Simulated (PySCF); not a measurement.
Ethoxyacetonitrile, C₄H₇NO.
Atom-mapped SMILES: `[CH3:1][CH2:2][O:3][CH2:4][C:5]#[N:6]` (hydrogens: H7, H8, H9 on C1; H10, H11 on C2; H12, H13 on C4)

The same species was optimised twice, with GFN2-xTB and with PBE0-D3(BJ)/def2-SVP (PySCF), and the same property calculations (PySCF, gas phase) were run on both structures.

```csv
coordinate,GFN2-xTB,PBE0-D3(BJ)/def2-SVP,change
C4–C5 (Å),1.453,1.475,+0.022
O3–C4 (Å),1.409,1.387,-0.022
C5≡N6 (Å),1.143,1.157,+0.014
C1–C2 (Å),1.527,1.515,-0.012
C2–O3 (Å),1.417,1.414,-0.003
C2–O3–C4 (°),115.6,115.9,+0.3
C4–C5–N6 (°),178.5,178.7,+0.2
O3–C4–C5 (°),113.6,113.5,-0.1
C1–C2–O3 (°),114.0,113.9,-0.1
C1–C2–O3–C4 (°),-69,-68,+1
C2–O3–C4–C5 (°),-59,-62,-3
```

Rotational constants: A = 6917, B = 2208, C = 1983 MHz (GFN2-xTB) against A = 7061, B = 2161, C = 1959 MHz (PBE0-D3(BJ)/def2-SVP). Point groups within 0.08 Å: C1 and C1.

On the GFN2-xTB structure: lowest singlet, TDDFT (eV) 6.83 [PBE0/def2-SVPD]; isotropic polarisability (au) 56.3 [PBE0/def2-SVPD]; HOMO (eV) -8.34 [PBE0/def2-SVPD]; LUMO (eV) 0.02 [PBE0/def2-SVPD]; dipole (D) 3.18 [PBE0/def2-SVPD].

Q: What do these properties become on the PBE0-D3(BJ)/def2-SVP structure?

A: 
| property | level | on GFN2-xTB | on PBE0-D3(BJ)/def2-SVP | change |
| --- | --- | --- | --- | --- |
| lowest singlet, TDDFT (eV) | PBE0/def2-SVPD | 6.83 | 6.94 | +0.11 |
| isotropic polarisability (au) | PBE0/def2-SVPD | 56.3 | 56.9 | +0.6 |
| HOMO (eV) | PBE0/def2-SVPD | -8.34 | -8.42 | -0.08 |
| LUMO (eV) | PBE0/def2-SVPD | 0.02 | 0.04 | +0.02 |
| dipole (D) | PBE0/def2-SVPD | 3.18 | 3.36 | +0.18 |
| energy, GFN2-xTB geometry as zero (kcal/mol) | PBE0/def2-SVPD | 0.0 | -0.9 | -0.9 |

The heavy atoms differ by 0.028 Å rms after alignment. Among bonds between heavy atoms O3–C4 and C4–C5 change most and about equally (-0.022 to +0.022 Å). Changes are differences of the printed values. Neither structure is proved a minimum here.

Shape of the structure used: `[CH3:1][CH2:2][O:3][CH2:4][C:5]#[N:6]`: C1–C2–O3–C4 -68°, C2–O3–C4–C5 -62°.
